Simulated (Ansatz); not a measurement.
Elements on the sites of an ideal fcc lattice, at a guessed lattice constant:

```yaml
crystal:
  lattice:
    - [-3.92301, 3.92301, -3.92301]
    - [3.92301, 3.92301, 3.92301]
    - [3.92301, -3.92301, -3.92301]
  atoms:
    - { symbol: Al, position: [0.00000, 0.25000, 0.75000] }
    - { symbol: Al, position: [0.50000, 0.00000, 0.50000] }
    - { symbol: Al, position: [0.75000, 0.50000, 0.75000] }
    - { symbol: Al, position: [0.25000, 0.25000, 0.50000] }
    - { symbol: Al, position: [0.50000, 0.25000, 0.25000] }
    - { symbol: Al, position: [0.00000, 0.00000, 0.00000] }
    - { symbol: Al, position: [0.25000, 0.50000, 0.25000] }
    - { symbol: Al, position: [0.00000, 0.75000, 0.25000] }
    - { symbol: Al, position: [0.75000, 0.25000, 0.00000] }
    - { symbol: Al, position: [0.50000, 0.50000, 0.00000] }
    - { symbol: Al, position: [0.25000, 0.75000, 0.00000] }
    - { symbol: Cu, position: [0.25000, 0.00000, 0.75000] }
    - { symbol: Cu, position: [0.50000, 0.75000, 0.75000] }
    - { symbol: Cu, position: [0.00000, 0.50000, 0.50000] }
    - { symbol: Cu, position: [0.75000, 0.00000, 0.25000] }
    - { symbol: Cu, position: [0.75000, 0.75000, 0.50000] }
```

Cell and atoms were relaxed without symmetry on coarser meshes and computed once more. Method: DFT PBE, scalar-relativistic, plane waves, PAW (Ansatz).

Settings: cutoff 420 eV, Γ-centred mesh 6×6×6 on the computed 16-atom cell, Gaussian smearing of 0.10 eV; no spin polarisation.

The relaxation ran on 3×3×3 k points with a smearing of 0.1 eV, from sites shaken by 0.02 Å.

Question: What does the relaxation give?

Answer: A volume of 14.78 Å³/atom and no gap on the mesh. It lies 0.07 eV/atom below the elements' standard states (static lattices, no corrections for gases). The atoms leave their sites by 0.07 Å (root mean square) and 0.14 Å at most, and the cell stretches by up to 0.9 % at fixed volume.

```
Al Cu
1.0
    -3.93962    3.93825   -3.90462
     3.89868    3.86991    3.87722
     3.91160   -3.91085   -3.84920
Al Cu
11 5
Direct
  0.99519 0.23957 0.73710
  0.50060 0.99410 0.50134
  0.75266 0.50319 0.74941
  0.24659 0.25511 0.50015
  0.51017 0.25542 0.25642
  0.99505 0.99419 0.99402
  0.25198 0.50311 0.25508
  0.99973 0.75240 0.27108
  0.74532 0.23917 0.00359
  0.50574 0.50981 0.00552
  0.25438 0.75269 0.98258
  0.25651 0.01169 0.75628
  0.50284 0.74668 0.74954
  0.99828 0.49505 0.49811
  0.74919 0.99702 0.24930
  0.74546 0.74697 0.49868
```

The final mesh leaves forces up to 0.19 eV/Å and stresses up to 0.2 GPa: the relaxation ran on a coarser mesh, so the cell's shape, its bonds and its energy belong partly to that mesh.

Cost: 2 runs of about 3.2 core-minutes in all (earlier runs that led there not counted), on Intel Xeon 6975P-C (Granite Rapids) (shared hosts).